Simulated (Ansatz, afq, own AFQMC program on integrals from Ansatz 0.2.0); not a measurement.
Integrals from Ansatz 0.2.0, then the random walk in our own AFQMC program (afq).

```yaml
crystal:
  periodic: [false, false, false]
  atoms:
    - {symbol: O, position_ang: [0.000000, 0.000000, 0.000000]}
    - {symbol: C, position_ang: [0.000000, 0.000000, 1.195530]}
basis:
  gaussian: {orbitals: cc-pVQZ}
magnetization: {spin_polarized: true, initial_magnetization: 4}
correlation: {method: ccsd_t, electrons: outside_noble_gas, hamiltonian_folder: ham}
```

```sh
$ ansatz run in.yaml --threads 1 --pin off --events-out ev --progress --plain --max-ram 16896MiB --backend cuda --devices 0, --max-vram 18GiB
```

Options of the walk:

```
--method free --trial cisd --walkers 200 --time-step 0.03 --max-blocks 4000 --target-error 0.00038 --factor-cut 1e-05 --seed 5548 --times 0,0.21,0.42,0.81,1.2,1.8,2.4,3 --taylor-order 8
```

Times are imaginary, in 1/Eh. The walk had a cap of 85 s.

afq prints:

```
orbitals 108  electrons 7 3  factors 681 of 681
reference energy -112.46230537 Eh
CCSD correlation -0.27891244 Eh in 10 cycles, weight of the determinant in the CISD state 0.9312
repeat  energy at the last time / Eh  error
    10  -112.751144  0.000876
    20  -112.750232  0.000493
    30  -112.749775  0.000474
    40  -112.750051  0.000441
    50  -112.749935  0.000458
    60  -112.749834  0.000406
    70  -112.749865  0.000387
    80  -112.749924  0.000347
time / (1/Eh)  energy / Eh  error  mean overlap
  0.00  -112.741209  0.000069  1.0737
  0.21  -112.747919  0.000115  1.0652
  0.42  -112.749122  0.000144  1.0611
  0.81  -112.749823  0.000147  1.0618
  1.20  -112.750269  0.000170  1.0469
  1.80  -112.750636  0.000217  1.0234
  2.40  -112.750336  0.000273  1.0065
  3.00  -112.749945  0.000344  0.9991
energy -112.749945 +/- 0.000344 Eh
```

The run passed its tests (error under three times the target), which doesn't prove that it has relaxed.

Against this walk (error 9.4 meV) on the same determinant: CCSD(T) 8.8 meV higher (within the noise), the released energy of a separate walk with a CISD trial 15.6 ± 14.8 meV lower (within the noise). The error is statistical, and a free projection of finite length keeps a remainder of its start. The last points scatter (meV from the last: 3 ± 4 at 0.81, -9 ± 5 at 1.20, -19 ± 6 at 1.80, -11 ± 7 at 2.40, 0 ± 9 at 3.00); the last is the one printed as the energy, and the gaps above move with that scatter.

Cautions: remainder of the start not in the error; another spin lies lower (by 5.86 eV).

The walk took 38 s on 1 × NVIDIA H100 80GB HBM3 with 2 threads of AMD EPYC 7R13 Processor (Zen 3) (shared host) (the card was shared). The log's last line is the free-projection energy.

A walk keeps the symmetry of its determinant, which the program's search chose and which needn't be the lowest solution, so a lower state of the same spin and another symmetry isn't excluded.
